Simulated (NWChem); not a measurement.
**Total energies of disulfur (S2)**

```xyz
2

S      0.0000     0.0000     0.9520
S      0.0000     0.0000    -0.9520
```
Charge 0, spin multiplicity 3.

All runs are NWChem calculations. The geometry was optimised at UPBE0/def2-SVP, a minimum by its harmonic frequencies.

Basis set: cc-pVTZ (68 functions).

```csv
method,total energy (Ha),relative cost
UHF,-795.09616,1
UMP2,-795.40901,under 3
UB2PLYP,-796.15390,under 3
UPBE,-796.06799,under 3
UB3LYP,-796.43814,under 3
Ur2SCAN,-796.35261,under 3
```

Total energies of different functionals aren't comparable as a measure of quality: only differences taken within one method are. Relative cost: rough, from shared machines, SCF included, UHF = 1.

The correlated methods keep 10 core orbitals frozen. B3LYP has NWChem's definition, with VWN1-RPA local correlation. The unpaired electrons of the parent sit in orbitals of symmetry b2g and b3g (D2h labels of the run); other states weren't searched. No SCF solution was tested for a lower state. Open-shell Hartree-Fock references start from PBE0 orbitals; any time given for them includes that run.
